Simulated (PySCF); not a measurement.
A made-up structure of CH₃AlO, singlet:

```
6
angstrom
C -0.4107 0.4960 -0.3138
Al 0.7012 -0.8413 0.5340
O 1.6186 -1.9442 1.2337
H 2.2116 -2.6774 1.4609
H -1.3815 0.5576 0.1826
H -0.5755 0.2463 -1.3642
```

It is relaxed with PBE-D4/def2-SVP and then PBE0-D4/def2-TZVP (PySCF 2.14 with density fitting (its default auxiliary sets; JK sets also for MP2 and CCSD(T))). Atoms count as bonded within 1.22 times the sum of their covalent radii (H–H: 0.88 Å). The end point is not checked to be a true minimum.

**Question.** Does its bonding change? (Judge from chemistry; the calculation decides.)

**Answer.** Computed: No: no bond forms or breaks.

Where it ends: The first stage lowers the energy by 0.47 eV in 17 steps. It ends as CH₃AlO ([CH2][Al][OH]):
```csv
atom,x (Å),y (Å),z (Å)
C1,-0.3847,0.3563,-0.2033
Al2,0.5817,-1.0287,0.4515
O3,1.8374,-1.7585,1.3018
H4,1.9932,-2.6945,1.4081
H5,-1.3864,0.4729,0.2113
H6,-0.3723,0.4713,-1.2877
```

Labels in which every atom is bracketed show which atoms are joined, not bond orders.

For scale, one of the runs: PBE0-D4/def2-TZVP relaxation, 117 basis functions, launched by `OMP_NUM_THREADS=2 python run.py`. Time: 41 s of wall clock on 2 CPU threads of an Intel Xeon; the host was shared. Peak host memory: 1.1 GiB.
